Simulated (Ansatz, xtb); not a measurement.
**C4H9O+: where a starting geometry ends**

The starting geometry of this gas-phase singlet was built from a drawn formula by distance geometry and a force field; its bonds are those of `[CH2+]COCC`.

```yaml
atoms:
  - { symbol: C, position_ang: [-2.0550, -0.8485, -0.7088] }
  - { symbol: C, position_ang: [-0.6995, -0.2814, -0.9228] }
  - { symbol: C, position_ang: [0.6983, -1.5588, 0.5673] }
  - { symbol: C, position_ang: [1.4035, -1.3989, 1.9345] }
  - { symbol: O, position_ang: [0.0282, -0.2986, 0.2868] }
  - { symbol: H, position_ang: [-2.6773, -1.1886, -1.4692] }
  - { symbol: H, position_ang: [-2.5289, -0.6606, 0.3031] }
  - { symbol: H, position_ang: [-0.1980, -0.8876, -1.7341] }
  - { symbol: H, position_ang: [-0.7603, 0.6825, -1.2759] }
  - { symbol: H, position_ang: [-0.0510, -2.3516, 0.6260] }
  - { symbol: H, position_ang: [1.3903, -1.8043, -0.2295] }
  - { symbol: H, position_ang: [1.8781, -2.3753, 2.1399] }
  - { symbol: H, position_ang: [0.6873, -1.1524, 2.6601] }
  - { symbol: H, position_ang: [2.1068, -0.6225, 1.8718] }
```

**Question.** Where would you expect an optimisation with r2SCAN-D4/def2-SVP to take it?

**Answer.** It rearranges to `C[CH+]OCC`. Distances that change by over a tenth: C2–O5 (1.41 → 1.25 Å). Contacts that open: C2–H9 (1.03 → 2.09 Å). Contacts that close: C1–H9 (2.08 → 1.11 Å).

The energy falls by 3.45 eV over 31 steps:

```
step  E − E(last) (eV)
   1             3.450
   4             2.559
   8             2.349
  11             1.733
  14             0.331
  18             0.052
  21             0.025
  24             0.003
  28             0.000
  31             0.000
```

Final geometry (Å):

| atom | x (Å) | y (Å) | z (Å) |
| --- | --- | --- | --- |
| C | -1.9984 | -0.1388 | -0.9121 |
| C | -0.7227 | -0.7904 | -0.6739 |
| C | 0.8312 | -2.0132 | 0.7108 |
| C | 1.4940 | -1.3025 | 1.8547 |
| O | -0.4762 | -1.3401 | 0.4248 |
| H | -2.4630 | -0.6029 | -1.8039 |
| H | -2.6685 | -0.1859 | -0.0451 |
| H | 0.0573 | -0.8174 | -1.4598 |
| H | -1.8068 | 0.9070 | -1.2200 |
| H | 0.5255 | -3.0393 | 0.9588 |
| H | 1.4080 | -2.0020 | -0.2275 |
| H | 2.4157 | -1.8514 | 2.1023 |
| H | 0.8541 | -1.2977 | 2.7482 |
| H | 1.7722 | -0.2719 | 1.5917 |

From the same start GFN2-xTB reaches the same bonding as this run.

No frequencies were run, so the end isn't proven a minimum. Run with Ansatz 0.2.0, 4.5 min on 2 threads of AMD EPYC (Zen 3), with other jobs on the host.
